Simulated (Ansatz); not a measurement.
Ansatz (an electronic-structure program) input (B3LYP/6-31G*):

Ansatz 0.2 input:
```yaml
crystal:
  periodic: [false, false, false]
  atoms:
    - {symbol: O, position_ang: [0.05542818, 0.81497236, -0.03897483]}
    - {symbol: O, position_ang: [0.04471509, -0.71085970, -0.01653690]}
    - {symbol: H, position_ang: [-0.80114622, -0.83290124, 0.44409377]}
basis:
  gaussian:
    orbitals: 6-31G*
hamiltonian:
  xc: {name: B3LYP}
total_charge: -1
phonons: {temperatures: {t_min: 298.15, t_max: 298.15, t_step: 100}}
```

Output:

```
WARN ansatz: RAYON_NUM_THREADS=1 ignored (pool sized by the plan → 1); use --threads N
Functional definition: B3LYP
integrals: 0.00 GiB planned
306 factors; integrals over basis functions are off by at most 4.3e-4 eV
mean field: 0.07 GiB planned
mean field evaluation 1: about -4104.6842 eV, gradient 2.4e1 eV
mean field evaluation 2: about -4102.7366 eV, gradient 4.2e1 eV
mean field evaluation 4: about -4105.8433 eV, gradient 1.2e0 eV
mean field evaluation 8: about -4105.8441 eV, gradient 6.0e-3 eV
mean field -4105.84405567 eV, -150.8869860049 hartree, gradient 1.5e-5 eV, S^2 0.000000; 0 other end points of the search recorded, 0 dependent functions left out
the calculation of the forces begins
reference -4105.84413887 eV, -150.8869890625 hartree; 9, 9 occupied and 23, 23 virtual orbitals, 306 factors
these checks for a lower state are left out or cut short: stability, starts, cluster_reference, orbital_swaps, neighbouring_geometries, increment
integrals: 0.00 GiB planned
306 factors; integrals over basis functions are off by at most 4.3e-4 eV
mean field: 0.07 GiB planned
mean field evaluation 16: about -4105.8440 eV, gradient 6.2e-2 eV
mean field -4105.84404747 eV, -150.8869857034 hartree, gradient 2.8e-6 eV, S^2 0.000000; 0 other end points of the search recorded, 0 dependent functions left out
the calculation of the forces begins
reference -4105.84413068 eV, -150.8869887614 hartree; 9, 9 occupied and 23, 23 virtual orbitals, 306 factors
these checks for a lower state are left out or cut short: stability, starts, cluster_reference, orbital_swaps, neighbouring_geometries, increment
integrals: 0.00 GiB planned
306 factors; integrals over basis functions are off by at most 4.3e-4 eV
mean field: 0.07 GiB planned
mean field -4105.84405347 eV, -150.8869859238 hartree, gradient 1.9e-6 eV, S^2 0.000000; 0 other end points of the search recorded, 0 dependent functions left out
the calculation of the forces begins
reference -4105.84413666 eV, -150.8869889810 hartree; 9, 9 occupied and 23, 23 virtual orbitals, 306 factors
these checks for a lower state are left out or cut short: stability, starts, cluster_reference, orbital_swaps, neighbouring_geometries, increment
integrals: 0.00 GiB planned
306 factors; integrals over basis functions are off by at most 4.3e-4 eV
mean field: 0.07 GiB planned
mean field evaluation 32: about -4105.8440 eV, gradient 6.1e-5 eV
mean field -4105.84402158 eV, -150.8869847521 hartree, gradient 1.1e-6 eV, S^2 0.000000; 0 other end points of the search recorded, 0 dependent functions left out
the calculation of the forces begins
reference -4105.84410476 eV, -150.8869878088 hartree; 9, 9 occupied and 23, 23 virtual orbitals, 306 factors
these checks for a lower state are left out or cut short: stability, starts, cluster_reference, orbital_swaps, neighbouring_geometries, increment
integrals: 0.00 GiB planned
306 factors; integrals over basis functions are off by at most 4.3e-4 eV
mean field: 0.07 GiB planned
mean field -4105.84402454 eV, -150.8869848607 hartree, gradient 2.6e-6 eV, S^2 0.000000; 0 other end points of the search recorded, 0 dependent functions left out
the calculation of the forces begins
reference -4105.84410776 eV, -150.8869879192 hartree; 9, 9 occupied and 23, 23 virtual orbitals, 306 factors
these checks for a lower state are left out or cut short: stability, starts, cluster_reference, orbital_swaps, neighbouring_geometries, increment
integrals: 0.00 GiB planned
306 factors; integrals over basis functions are off by at most 4.3e-4 eV
mean field: 0.07 GiB planned
mean field -4105.84389818 eV, -150.8869802172 hartree, gradient 2.3e-6 eV, S^2 0.000000; 0 other end points of the search recorded, 0 dependent functions left out
the calculation of the forces begins
reference -4105.84398139 eV, -150.8869832749 hartree; 9, 9 occupied and 23, 23 virtual orbitals, 306 factors
these checks for a lower state are left out or cut short: stability, starts, cluster_reference, orbital_swaps, neighbouring_geometries, increment
integrals: 0.00 GiB planned
306 factors; integrals over basis functions are off by at most 4.3e-4 eV
mean field: 0.07 GiB planned
mean field -4105.84389762 eV, -150.8869801967 hartree, gradient 1.5e-6 eV, S^2 0.000000; 0 other end points of the search recorded, 0 dependent functions left out
the calculation of the forces begins
reference -4105.84398082 eV, -150.8869832542 hartree; 9, 9 occupied and 23, 23 virtual orbitals, 306 factors
these checks for a lower state are left out or cut short: stability, starts, cluster_reference, orbital_swaps, neighbouring_geometries, increment
integrals: 0.00 GiB planned
306 factors; integrals over basis functions are off by at most 4.3e-4 eV
mean field: 0.07 GiB planned
mean field -4105.84403270 eV, -150.8869851608 hartree, gradient 1.2e-6 eV, S^2 0.000000; 0 other end points of the search recorded, 0 dependent functions left out
the calculation of the forces begins
reference -4105.84411592 eV, -150.8869882189 hartree; 9, 9 occupied and 23, 23 virtual orbitals, 306 factors
these checks for a lower state are left out or cut short: stability, starts, cluster_reference, orbital_swaps, neighbouring_geometries, increment
integrals: 0.00 GiB planned
306 factors; integrals over basis functions are off by at most 4.3e-4 eV
mean field: 0.07 GiB planned
mean field evaluation 64: about -4105.8459 eV, gradient 1.3e-1 eV
mean field -4105.84402238 eV, -150.8869847813 hartree, gradient 1.9e-6 eV, S^2 0.000000; 0 other end points of the search recorded, 0 dependent functions left out
the calculation of the forces begins
reference -4105.84410556 eV, -150.8869878384 hartree; 9, 9 occupied and 23, 23 virtual orbitals, 306 factors
these checks for a lower state are left out or cut short: stability, starts, cluster_reference, orbital_swaps, neighbouring_geometries, increment
integrals: 0.00 GiB planned
306 factors; integrals over basis functions are off by at most 4.3e-4 eV
mean field: 0.07 GiB planned
mean field -4105.84391548 eV, -150.8869808529 hartree, gradient 3.0e-6 eV, S^2 0.000000; 0 other end points of the search recorded, 0 dependent functions left out
the calculation of the forces begins
reference -4105.84399867 eV, -150.8869839100 hartree; 9, 9 occupied and 23, 23 virtual orbitals, 306 factors
these checks for a lower state are left out or cut short: stability, starts, cluster_reference, orbital_swaps, neighbouring_geometries, increment
integrals: 0.00 GiB planned
306 factors; integrals over basis functions are off by at most 4.3e-4 eV
mean field: 0.07 GiB planned
mean field -4105.84391010 eV, -150.8869806551 hartree, gradient 8.6e-7 eV, S^2 0.000000; 0 other end points of the search recorded, 0 dependent functions left out
the calculation of the forces begins
reference -4105.84399331 eV, -150.8869837133 hartree; 9, 9 occupied and 23, 23 virtual orbitals, 306 factors
these checks for a lower state are left out or cut short: stability, starts, cluster_reference, orbital_swaps, neighbouring_geometries, increment
integrals: 0.00 GiB planned
306 factors; integrals over basis functions are off by at most 4.3e-4 eV
mean field: 0.07 GiB planned
mean field -4105.84404549 eV, -150.8869856307 hartree, gradient 7.7e-7 eV, S^2 0.000000; 0 other end points of the search recorded, 0 dependent functions left out
the calculation of the forces begins
reference -4105.84412870 eV, -150.8869886887 hartree; 9, 9 occupied and 23, 23 virtual orbitals, 306 factors
these checks for a lower state are left out or cut short: stability, starts, cluster_reference, orbital_swaps, neighbouring_geometries, increment
integrals: 0.00 GiB planned
306 factors; integrals over basis functions are off by at most 4.3e-4 eV
mean field: 0.07 GiB planned
mean field evaluation 96: about -4105.8441 eV, gradient 1.1e-6 eV
mean field -4105.84405291 eV, -150.8869859035 hartree, gradient 8.2e-7 eV, S^2 0.000000; 0 other end points of the search recorded, 0 dependent functions left out
the calculation of the forces begins
reference -4105.84413610 eV, -150.8869889607 hartree; 9, 9 occupied and 23, 23 virtual orbitals, 306 factors
Total energy: -4105.84413887 eV, -150.8869890625 hartree
Atom 0 at     0.055428     0.814972    -0.038975 Å, force    -0.001053     0.000800     0.000563 eV/Å
Atom 1 at     0.044715    -0.710860    -0.016537 Å, force    -0.000199    -0.002890     0.000140 eV/Å
Atom 2 at    -0.801146    -0.832901     0.444094 Å, force     0.001252     0.002090    -0.000703 eV/Å
Dipole moment:    -0.292518    -0.401548     0.163211 e Å
Vibrations: 762.53 1086.82 3638.23 cm⁻¹, zero-point energy 0.340187 eV
```

The blocks after the first are displaced geometries, from whose forces the wavenumbers follow.

The dipole moment of an ion depends on the origin.
